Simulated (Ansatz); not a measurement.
## Ansatz (development build ahead of 0.2.0) run

```yaml
crystal:
  periodic: [false, false, false]
  atoms:
    - { symbol: C, position_ang: [1.24998, 0.01234, 0.00217] }
    - { symbol: C, position_ang: [0.34918, 1.11347, -0.03394] }
    - { symbol: C, position_ang: [-0.99395, 0.68032, -0.03673] }
    - { symbol: C, position_ang: [-1.01646, -0.68358, -0.00416] }
    - { symbol: C, position_ang: [0.35921, -1.16337, -0.04392] }
    - { symbol: H, position_ang: [2.26089, 0.02172, -0.02642] }
    - { symbol: H, position_ang: [0.73718, 2.22113, 0.02113] }
    - { symbol: H, position_ang: [-1.9064, 1.36166, 0.00936] }
    - { symbol: H, position_ang: [-1.87881, -1.3066, 0.01333] }
    - { symbol: H, position_ang: [0.75861, -2.19578, -0.00351] }
basis:
  gaussian: { orbitals: cc-pVTZ }
total_charge: -1
hamiltonian:
  xc: hf
```

The input is written out in the form of the current development build from the run's settings.

Results

- Converged: yes
- Total energy: -192.23751 hartree
- Spin squared of the determinant: 0.000

Caution: no diffuse functions for an anion.
